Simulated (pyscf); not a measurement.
Single points on ωB97X-D3(BJ)/def2-SVP structures (PySCF, gas phase).

Estimate the classical barrier height and the reaction energy of HN=Nb(Cl)(Cl)–Cl + H₂S → H₂N–Nb(SH)(Cl)(Cl)–Cl at M06-2X/def2-TZVP. The step runs on the singlet surface, breaks H–S and forms H–N, Nb–S; take the separated reactants as zero.

ΔE‡ = 0.76 eV, ΔE = -0.47 eV. ωB97M-D3(BJ)/def2-TZVP gives 0.79 eV and -0.40 eV. Zero-point energy shifts the barrier by +0.01 eV. It is an addition across a multiple bond or ene-type step, with an imaginary mode of 1510i cm⁻¹. On the reactant side the descent ends in an adduct with a Nb–S contact, 0.54 eV under the separated species and 1.08 eV under the saddle at ωB97X-D3(BJ)/def2-TZVP. What is counted as formed (Nb–S) is already present as a longer contact in the reactant adduct; forming that adduct is a step of its own. At the saddle there is also a short H–Nb contact that neither side keeps. At ωB97X-D3(BJ)/def2-TZVP the barrier from the zero used here is 0.54 eV. This is the saddle that the search found; another between the same sides may lie lower. Elements past Kr carry the def2 core potentials, without spin-orbit coupling.
